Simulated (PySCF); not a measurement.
Record of a relaxation.

Compound: (CH3)2PPF2, C2H6F2P2.
Atom-mapped SMILES: `[CH3:1][P:2]([CH3:3])[P:4]([F:5])[F:6]` (hydrogens: H7, H8, H9 on C1; H10, H11, H12 on C3)

Computed by this run: PBE0-D3(BJ)/def2-SVP geometry optimisation, gas phase (PySCF 2.14.0); density fitting, grid level 1; the optimiser is geomeTRIC in internal coordinates, started from a GFN2-xTB structure. The frame can shift and turn from step to step; on so coarse a grid that alone can change the energy by a few meV, and forces under 0.02 eV/Å are noise.

Step 0: E = -26158.3179 eV, largest atomic force 0.863 eV/Å
```
atom  x, y, z in Å  |  force x, y, z in eV/Å
C1     -0.554   -1.337   -0.693    0.031   0.204   0.366
P2     -0.150   -0.323    0.808    0.033  -0.046   0.013
C3      1.552    0.235    0.323   -0.372  -0.098   0.177
P4     -1.126    1.500    0.014   -0.500   0.235   0.662
F5     -2.645    1.122    0.442    0.006  -0.178  -0.386
F6     -0.863    2.449    1.303    0.362   0.090  -0.233
H7     -0.003   -2.274   -0.638    0.206  -0.369  -0.012
H8     -0.295   -0.825   -1.618    0.095   0.138  -0.434
H9     -1.618   -1.569   -0.693   -0.398  -0.111  -0.004
H10     1.866    1.042    0.983    0.137   0.295   0.253
H11     1.595    0.576   -0.710    0.108   0.148  -0.433
H12     2.241   -0.597    0.454    0.293  -0.310   0.030
```

Step 1: E = -26158.3715 eV, largest atomic force 0.191 eV/Å
```
atom  x, y, z in Å  |  force x, y, z in eV/Å
C1     -0.607   -1.374   -0.670    0.040  -0.008  -0.061
P2     -0.160   -0.319    0.791   -0.015   0.000   0.035
C3      1.539    0.233    0.290    0.049   0.024  -0.005
P4     -1.170    1.509    0.021    0.140   0.117   0.002
F5     -2.631    1.234    0.652   -0.020   0.034   0.056
F6     -0.566    2.529    1.133   -0.115  -0.135  -0.070
H7     -0.053   -2.324   -0.605   -0.027   0.013   0.011
H8     -0.371   -0.898   -1.636   -0.026  -0.028   0.020
H9     -1.682   -1.609   -0.637    0.009  -0.007   0.015
H10     1.866    1.041    0.963   -0.024  -0.025  -0.016
H11     1.600    0.586   -0.753    0.012  -0.003   0.023
H12     2.236   -0.611    0.414   -0.023   0.018  -0.009
```

Step 2: E = -26158.3738 eV, largest atomic force 0.073 eV/Å
```
atom  x, y, z in Å  |  force x, y, z in eV/Å
C1     -0.609   -1.378   -0.671    0.024   0.000  -0.005
P2     -0.161   -0.316    0.786   -0.017  -0.003  -0.017
C3      1.541    0.236    0.290    0.010  -0.001  -0.012
P4     -1.160    1.518    0.015    0.047   0.036   0.043
F5     -2.625    1.248    0.640   -0.026   0.003  -0.005
F6     -0.573    2.518    1.149   -0.020  -0.026  -0.027
H7     -0.059   -2.328   -0.600   -0.004  -0.003   0.005
H8     -0.378   -0.911   -1.642   -0.008  -0.004   0.000
H9     -1.684   -1.612   -0.632   -0.003  -0.002   0.011
H10     1.864    1.041    0.966   -0.006  -0.002   0.006
H11     1.607    0.591   -0.752    0.004   0.001   0.002
H12     2.236   -0.608    0.414   -0.001  -0.001  -0.001
```

Step 3: E = -26158.3745 eV, largest atomic force under 0.02 eV/Å
```
atom  x, y, z in Å  |  force x, y, z in eV/Å
C1     -0.611   -1.380   -0.672   -0.005   0.007   0.015
P2     -0.161   -0.315    0.782   -0.003  -0.007  -0.012
C3      1.543    0.235    0.289   -0.009  -0.004  -0.006
P4     -1.151    1.528    0.017   -0.004   0.004   0.001
F5     -2.626    1.258    0.621    0.004  -0.009  -0.012
F6     -0.578    2.515    1.166    0.010   0.006   0.010
H7     -0.061   -2.331   -0.597    0.005  -0.001   0.002
H8     -0.384   -0.920   -1.646   -0.001   0.004  -0.005
H9     -1.685   -1.614   -0.626   -0.003  -0.001   0.001
H10     1.864    1.038    0.968    0.005   0.003   0.007
H11     1.613    0.593   -0.751   -0.002   0.002  -0.003
H12     2.236   -0.610    0.412    0.002  -0.005   0.003
```

Step 4: E = -26158.3748 eV, largest atomic force 0.030 eV/Å
```
atom  x, y, z in Å  |  force x, y, z in eV/Å
C1     -0.614   -1.379   -0.671   -0.013   0.001   0.011
P2     -0.161   -0.313    0.780    0.001   0.007  -0.004
C3      1.545    0.233    0.288   -0.006  -0.009  -0.002
P4     -1.141    1.535    0.018   -0.013  -0.015  -0.007
F5     -2.623    1.261    0.602    0.007  -0.005  -0.008
F6     -0.581    2.511    1.182    0.011   0.019   0.020
H7     -0.065   -2.330   -0.595    0.005   0.001  -0.005
H8     -0.390   -0.921   -1.648    0.002   0.003  -0.004
H9     -1.688   -1.612   -0.621    0.001   0.001  -0.004
H10     1.868    1.034    0.969    0.005  -0.001   0.002
H11     1.615    0.594   -0.752   -0.002   0.000  -0.001
H12     2.236   -0.615    0.410    0.003  -0.002   0.002
```

Q: Summarise the path.

A: The energy falls by 0.0569 eV from step 0 to step 4; nine tenths of that is first reached at step 1. It falls at every step. The largest force goes from 0.863 to 0.030 eV/Å. Among the bonds C3–H11 changes most (a near tie, within 0.001 Å, with another), from 1.089 to 1.102 Å; the atoms move by 0.090 Å rms after alignment.

Q: Follow the three bonds and two angles with the largest change from start to end.

A: 
```
step  E above end (eV)  largest force (eV/Å)  C3–H11 (Å)  C1–H8 (Å)  P2–P4 (Å)  F5–P4–F6 (°)  C1–P2–P4 (°)
   0            0.0569                 0.863       1.089      1.089      2.215          94.5          93.7
   1            0.0033                 0.191       1.103      1.103      2.226         100.1          94.9
   2            0.0009                 0.073       1.103      1.102      2.227          99.3          95.2
   3            0.0003            under 0.02       1.102      1.102      2.227          99.1          95.6
   4            0.0000                 0.030       1.102      1.102      2.227          99.2          95.8
```

The cost below is that of the whole optimisation. Hardware: one thread, Arm Neoverse V2 (aarch64), shared host. Cost: 29 s, 0.51 GiB resident at most.
